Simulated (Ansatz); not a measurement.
fcc Ag

Level of theory: HSE06 (Ansatz, a quantum-chemistry and plane-wave program, plane waves, PAW).

Numerical settings: plane-wave cutoff 500 eV, 10×10×1 k mesh (along the axes of the cell as run), Fermi–Dirac smearing 0.1 eV, scalar-relativistic PAW data made under PBE.

Cell: relaxed with r²SCAN.

| Quantity | Value |
|---|---|
| surface energy of the (100) face | 0.90 J/m² |
| work function of the (100) face | 4.10 eV |

Note: exact exchange on metals is sensitive to the k mesh and can open a false gap.

The slab of 6 atoms is relaxed and unreconstructed.

Computed values are for the static lattice.

It cost very roughly 10 core-minutes of CPU time.
